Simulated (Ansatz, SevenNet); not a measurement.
# How the equilibrium volume per atom of chalcopyrite CuGaSe₂ moves with the method

No measured value is used here.

| level (code) | value (Å³/atom) |
|---|---|
| SevenNet-l3i5 (SevenNet) | ___ |
| LDA (Ansatz) | 20.78 |
| PBE (Ansatz) | 22.64 |
| PBE-D3(BJ) (Ansatz) | 21.73 |
| PBE-D4 (Ansatz) | 21.64 |
| r²SCAN (Ansatz) | ___ |

### Question
What belongs in the gaps?

### Answer

- SevenNet-l3i5 (SevenNet), value (Å³/atom): 22.59
- r²SCAN (Ansatz, a quantum-chemistry and plane-wave program), value (Å³/atom): 21.81

Cutoffs and k meshes differ between the levels. Ansatz's density-functional and Hartree–Fock values are scalar-relativistic unless marked +SOC, with PAW data made under PBE.

Machine-learned potentials (SevenNet-l3i5) are trained on DFT data, which may include these solids.
